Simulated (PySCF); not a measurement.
Method: PySCF 2.14.0 with PBE-D3(BJ)/def2-TZVP // B3LYP-D3(BJ)/def2-TZVP. Gas-phase values, no solvent. Excitations are Tamm–Dancoff values on a coarser integration grid. The basis has no diffuse functions, so Rydberg states are missing or too high.

Reference species (SMILES): `C=C` (neutral, multiplicity 1).

```json
{
 "S1 excitation (TDA)": "7.77 eV",
 "S1–T1 gap (TDA)": "3.16 eV",
 "T1 excitation (TDA)": "4.61 eV"
}
```

Changed species: `C=CBr` (X = bromo; the reference has X = H).

Problem. What does the change do to the S1 excitation (TDA), S1–T1 gap (TDA) and T1 excitation (TDA)?

Solution. the S1 excitation (TDA) decreases by 2.11 eV, to 5.66 eV; the S1–T1 gap (TDA) falls by 1.69 eV, to 1.47 eV; the T1 excitation (TDA) decreases by 0.42 eV, to 4.19 eV.
